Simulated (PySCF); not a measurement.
First SCF of a structure search on singlet C₆, at a hand-made planar triangle geometry. PySCF input:

```python
from pyscf import gto, scf, dft
mol = gto.M(atom='''
C      0.000000     0.000000     0.000000
C      1.500000     0.000000     0.000000
C     -1.500000     0.000000     0.000000
C      0.750000     1.299000     0.000000
C     -0.750000     1.299000     0.000000
C      0.000000     2.598100     0.000000''',
    basis={'C': 'def2-SVP'},
    charge=0, spin=0)
mf = dft.RKS(mol, xc='PBE')
mf.grids.atom_grid = (50, 194)
aux = {'C': 'def2-universal-JKFIT'}
mf = mf.density_fit(auxbasis=aux)
mf.conv_tol = 1e-08
mf.diis_space = 10
mf.max_cycle = 60
mf.init_guess = 'minao'
mf.verbose = 4
mf.kernel()
```

Excerpt of the output (cycles and frontier levels):

```
init E= -228.722313742465
  HOMO = -0.252284462498869  LUMO = -0.246894452961865  gap/eV = 0.14667
cycle= 1 E= -227.640375774959  delta_E= 1.08  |g|= 0.243  |ddm|= 3.42
  HOMO = -0.291309075073376  LUMO = -0.267736603399461  gap/eV = 0.64144
cycle= 2 E= -227.491359395128  delta_E= 0.149  |g|= 0.814  |ddm|= 0.908
  HOMO = -0.269668989381486  LUMO = -0.263909644293819  gap/eV = 0.15672
cycle= 3 E= -227.655060256777  delta_E= -0.164  |g|= 0.022  |ddm|= 0.731
  HOMO = -0.265840788941355  LUMO = -0.25898899005745  gap/eV = 0.18645
cycle= 4 E= -227.655178612189  delta_E= -0.000118  |g|= 0.00887  |ddm|= 0.0544
  HOMO = -0.266727195304602  LUMO = -0.259950675104753  gap/eV = 0.18440
cycle= 5 E= -227.655145410019  delta_E= 3.32e-05  |g|= 0.0133  |ddm|= 0.0207
  HOMO = -0.26683055433254  LUMO = -0.259973348551232  gap/eV = 0.18659
cycle= 6 E= -227.655199727441  delta_E= -5.43e-05  |g|= 0.00295  |ddm|= 0.0174
  HOMO = -0.26673525833596  LUMO = -0.259925286354062  gap/eV = 0.18531
cycle= 7 E= -227.655202503782  delta_E= -2.78e-06  |g|= 0.00014  |ddm|= 0.00357
  HOMO = -0.266748631055479  LUMO = -0.259933285852762  gap/eV = 0.18545
cycle= 8 E= -227.655202509368  delta_E= -5.59e-09  |g|= 6.79e-06  |ddm|= 0.00021
  HOMO = -0.266747292474031  LUMO = -0.259931356562499  gap/eV = 0.18547
Extra cycle  E= -227.65520250926  delta_E= 1.08e-10  |g|= 1.99e-05  |ddm|= 3.51e-05
converged SCF energy = -227.65520250926
```

No lower solution of this spin was found from smeared starts or by a stability analysis within the restricted form, which does not test spin polarisation.

The search for the lowest solution, 3 starts and the stability check together, took 15 s on 2 threads of a shared Arm Neoverse N1 host, with 84 basis functions; the process peaked at 0.51 GiB. Launch command: `OMP_NUM_THREADS=2 python axn.py task.json out`.
